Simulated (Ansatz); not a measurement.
A calculation with Ansatz (development build ahead of 0.2.0).

```yaml
crystal:
  periodic: [false, false, false]
  atoms:
    - { symbol: S, position_ang: [0.0, 0.0, 0.0] }
    - { symbol: H, position_ang: [2.51997, 0.0, 1.45491] }
    - { symbol: H, position_ang: [-1.48309, 0.0, 0.85626] }
basis:
  gaussian: { orbitals: "6-31G" }
total_charge: -1
magnetization:
  initial_magnetization: 1
hamiltonian:
  xc: hf
correlation:
  method: fci
  frozen_orbitals: { H: 0, S: 5 }
```

The input is written out in the form of the current development build from the run's settings.

The run gave:

```yaml
Converged: yes
Total_energy: -398.62138 hartree
State: lowest doublet root, of any spatial symmetry
```

Caution: no diffuse functions for an anion.
